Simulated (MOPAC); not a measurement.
MOPAC input (PM6):

```
PM6 FORCE THERMO(298,298) PRECISE LET UHF MS=0.5 GEO-OK AUX(PRECISION=9) THREADS=1
C3H5

C     0.00096926 1    0.85703388 1   -0.16106917 1
C     0.76874605 1   -0.36974914 1    0.04550767 1
C    -0.76961770 1   -0.36778526 1    0.04644939 1
H     0.00216721 1    1.87875429 1   -0.33379558 1
H     1.30471179 1   -0.82776199 1   -0.78558946 1
H     1.30636076 1   -0.52952327 1    0.97993559 1
H    -1.30647530 1   -0.52621834 1    0.98152667 1
H    -1.30773898 1   -0.82444917 1   -0.78395664 1
```

Q: Which zero-point energy does it print?

A: 38.61 kcal/mol, from the harmonic wavenumbers of PM6.
